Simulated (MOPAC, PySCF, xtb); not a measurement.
Energy landscape of BF3, singlet: umbrella (inversion) coordinate, bond length relaxed. Scanned: angle between the B-F bonds and the threefold axis (90 = planar). Other coordinates (B-F bond length) were minimised at B3LYP/def2-TZVP.

PM3, restricted, heats of formation (MOPAC); RKS-B3LYP/6-31G* = restricted B3LYP/6-31G*, spherical d in PySCF; GFN1-xTB (xtb).

Energies in mEh, each method relative to its own lowest point.

```tsv
a / °	PM3	RKS-B3LYP/6-31G*	GFN1-xTB
90	0.0	0.0	0.0
93	1.0	1.4	0.8
96	4.0	5.6	___
99	9.2	___	___
102	16.4	22.7	13.3
105	26.0	___	21.3
108	38.2	52.3	31.5
111	53.2	72.4	44.2
114	71.5	96.5	60.0
117	93.9	125.1	79.1
120	121.2	158.9	102.3
123	154.8	198.4	130.2
126	196.2	244.5	163.5
129	247.1	297.9	203.0
132	___	359.4	249.4
```

Q: Some entries are withheld; supply them.

A: 
- 96, GFN1-xTB: 3.2
- 99, RKS-B3LYP/6-31G*: 12.7
- 99, GFN1-xTB: 7.4
- 105, RKS-B3LYP/6-31G*: 35.8
- 132, PM3: 309.8
